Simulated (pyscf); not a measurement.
**Four-centre exchange: silanol (HO–SiH₃) + ammonia (NH₃) → H₂N–SiH₂–OH + hydrogen (H₂)**

Gas phase, singlet surface, charge 0. Bonds broken: Si2–H4, N7–H8. Bonds formed: Si2–N7, H4–H8. Optimised with ωB97X-D3(BJ)/def2-SVP in PySCF.

Transition state (Å):

```xyz
10

O     -1.0803    -1.3029     1.0233
Si    -1.2278     0.2330     0.3984
H     -1.3260    -1.9594     0.3587
H     -1.4485    -0.7098    -1.3207
H     -2.4927     0.8973    -0.0053
H     -0.7828     1.0153     1.6016
N      0.1287     0.7644    -0.8045
H     -0.5427     0.0372    -1.4710
H      0.2403     1.7607    -1.0055
H      1.0389     0.3460    -0.6031
```

One imaginary mode, 1330i cm⁻¹; descent along it reached the two sides named, in the forms told below.

```
bond    change  reactant side (Å)  saddle  product side
------  ------  -----------------  ------  ------------
Si2–H4  breaks              1.494   1.973           4.0
N7–H8   breaks              1.020   1.193           2.6
Si2–N7   forms                2.7   1.889         1.729
H4–H8    forms                2.9   1.184         0.762
```

Electronic energies relative to the separated reactants (kJ/mol):

```json
[
 {"level": "ωB97X-D3(BJ)/def2-TZVP", "barrier": "145.2", "reaction energy": "-50.5", "reverse barrier": "195.7"},
 {"level": "PBE/def2-TZVP", "barrier": "125.7", "reaction energy": "-44.1", "reverse barrier": "169.8"},
 {"level": "r²SCAN/def2-TZVP", "barrier": "132.5", "reaction energy": "-51.4", "reverse barrier": "184.0"},
 {"level": "B3LYP-D3(BJ)/def2-TZVP", "barrier": "146.4", "reaction energy": "-48.6", "reverse barrier": "195.1"},
 {"level": "PBE0-D3(BJ)/def2-TZVP", "barrier": "131.9", "reaction energy": "-45.6", "reverse barrier": "177.5"},
 {"level": "M06-2X/def2-TZVP", "barrier": "147.4", "reaction energy": "-59.0", "reverse barrier": "206.4"},
 {"level": "ωB97M-D3(BJ)/def2-TZVP", "barrier": "143.7", "reaction energy": "-48.7", "reverse barrier": "192.5"},
 {"level": "HF/def2-TZVP", "barrier": "224.5", "reaction energy": "-34.6", "reverse barrier": "259.1"}
]
```

With ωB97M-D3(BJ)/def2-TZVP energies and thermal terms (ideal gas, 1 atm, RRHO with modes under 100 cm⁻¹ raised to 100, one conformer, R ln 2 for chiral ones without a mode under 150 cm⁻¹), in kJ/mol:

```
T (K)    ΔH‡    ΔG‡     ΔH     ΔG
-----  -----  -----  -----  -----
298    136.4  181.8  -61.5  -54.1
600    136.7  227.9  -55.5  -49.1
900    139.7  273.0  -50.9  -46.9
1200   143.4  316.8  -47.5  -46.1
```

On the reactant side the descent ends in a complex, 22.2 kJ/mol under the separated species and 167.4 kJ/mol under the saddle at ωB97X-D3(BJ)/def2-TZVP. At the saddle there is also a short H–Si contact that neither side keeps. The same reactants have a lower exit, to HO–SiH₃ + NH₃ (barrier +112.8 kJ/mol at ωB97M-D3(BJ)/def2-TZVP, against +143.7 kJ/mol here). One saddle was located; it need not be the lowest between these sides.
